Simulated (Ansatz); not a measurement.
Coupled-cluster diagnostics for BH2(CN) (CH₂BN), Ansatz.

Geometry of the singlet (PBE0-D4/def2-TZVP):

```
atom   x (Å)   y (Å)   z (Å)
  B1   0.257  -0.495   0.245
  H2   0.448  -1.444  -0.445
  H3   0.552  -0.480   1.396
  C4  -0.385   0.741  -0.366
  N5  -0.872   1.678  -0.831
```

Correlated methods freeze 3 core orbitals. In CCSD on the charge 1 doublet the largest single amplitude is 0.23, so its Hartree–Fock determinant may place the open shell otherwise than the density functionals do.

Question: Estimate the CCSD(T) correlation energy, the shares of MP2 and (T), T1 and the reference's ⟨S²⟩ for: charge 0, singlet, own geometry in def2-TZVPP; charge 1, doublet, vertical in def2-TZVPP; and the rough time on 4 threads of Arm Neoverse V2 on a shared host.

Answer: 
| state | basis | correlation (eV) | MP2 share (%) | (T) share (%) | T1 | ⟨S²⟩ (pure) | wall time | remarks |
| --- | --- | --- | --- | --- | --- | --- | --- | --- |
| charge 0, singlet, own geometry | def2-TZVPP | -12.746 | 92.0 | 4.6 | 0.014 | 0.00 (0.00) | 2.4 s | – |
| charge 1, doublet, vertical | def2-TZVPP | -11.293 | 86.0 | 4.3 | 0.051 | 0.78 (0.75) | 8.5 s | large T1 (0.051) |
Customary marks for T1 are 0.02 (closed shells), 0.045 (open shells) and about 0.05 (3d metals). T1 exceeds 0.02 in 1 of 2 rows and 0.045 in 1; the higher it lies, the less the single-reference result can be trusted.
